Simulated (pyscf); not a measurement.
One hydrogen abstraction on the doublet surface with elements of a group swapped. ωB97M-D3(BJ)/def2-TZVP, eV, from the separated reactants. PySCF, gas phase, ωB97X-D3(BJ)/def2-SVP geometries.

```csv
step,barrier,reaction energy,imaginary mode (i cm⁻¹)
H₃C–CH•–Cl + HCl -> H₃C–CH₂–Cl + Cl•,0.10,+0.09,941
H₃C–CH•–Br + HCl → H₃C–CH₂–Br + Cl•,?,?,1027
```

Complete the blanks.


- H₃C–CH•–Br + HCl → H₃C–CH₂–Br + Cl•, barrier: 0.08
- H₃C–CH•–Br + HCl → H₃C–CH₂–Br + Cl•, reaction energy: +0.04

Each row is the saddle that its search found. Left out: the spin-orbit lowering of Cl. Elements up to Kr have no core potential and no relativistic terms here.
